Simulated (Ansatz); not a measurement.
# The aluminium atom (doublet): wave-function methods side by side, def2-TZVPP

An exercise on one series of results from a longer session: the logs are not shown, and one member is left open.

Computed with Ansatz 0.2.0, Gaussian basis. Level: def2-TZVPP, core rule «outside noble gas», up to 5 orbitals frozen.

The runs, in order: UHF; CCSD(T) on ROHF; CCSD(T) on UHF; BCCD(T) on ROHF; CISD; CCSDT on ROHF; CCSDT on UHF; CASSCF and MRCISD+Q, 3 electrons in 4 orbitals; CASSCF and MRCISD+Q(relaxed), 3 electrons in 4 orbitals; CASSCF and NEVPT4(SD), 3 electrons in 4 orbitals; CASSCF and NEVPT2, 3 electrons in 4 orbitals.

**The atom**

A free atom, in its lowest state of this spin that the program finds.

1 atom, charge 0, spin multiplicity 2.

Set-up of the first run:

File in.yaml:

```yaml
crystal:
  periodic: [false, false, false]
  atoms:
    - {symbol: Al, position_ang: [0.000000, 0.000000, 0.000000]}
basis:
  gaussian: {orbitals: def2-TZVPP}
magnetization: {spin_polarized: true, initial_magnetization: 1}
hamiltonian: {xc: hf}
output: {orbitals: {seedname: orbitals}}
```

On the command line:

```console
$ ansatz run in.yaml --threads 1 --pin off --events-out ev --progress --plain --max-ram 2393MiB
```

Among the steps run: UHF; CCSD(T) on ROHF; CCSD(T) on UHF; BCCD(T) on ROHF; CISD; CCSDT on ROHF; CCSDT on UHF; CASSCF and MRCISD+Q, 3 electrons in 4 orbitals; CASSCF and MRCISD+Q(relaxed), 3 electrons in 4 orbitals; CASSCF and NEVPT4(SD), 3 electrons in 4 orbitals; CASSCF and NEVPT2, 3 electrons in 4 orbitals.

One of the session's tables, all rows but one given; the rest of the session is left out.

| method | from RCCSD(T) (meV) |
| --- | --- |
| ROHF | +1518.4 |
| UHF | +1411.6 |
| RMP2 | +437.3 |
| UMP2 | +443.0 |
| CISD | +36.2 |
| RCCSD | +36.1 |
| UCCSD | +30.2 |
| RCCSD(T) | 0 |
| UCCSD(T) | -0.9 |
| BCCD(T) | +0.1 |
| RCCSDT | -13.4 |
| UCCSDT | ? |
| CASSCF valence | +865.8 |
| NEVPT2 valence | +226.0 |
| NEVPT4(SD) valence | +14.8 |
| MRCISD valence | -0.1 |
| MRCISD+Q valence | -37.5 |
| MRCISD+Q(relaxed) valence | -42.9 |

Estimate the missing values for UCCSDT.

As computed: from RCCSD(T) (meV): -13.9. In the column «from RCCSD(T) (meV)» it lies between MRCISD+Q valence (-37.5) and RCCSDT (-13.4).

Limits of these values: Restricted and unrestricted rows rest on different reference determinants; where their highest levels disagree by more than a few hundredths of an eV, they describe different states and don't form one ladder.
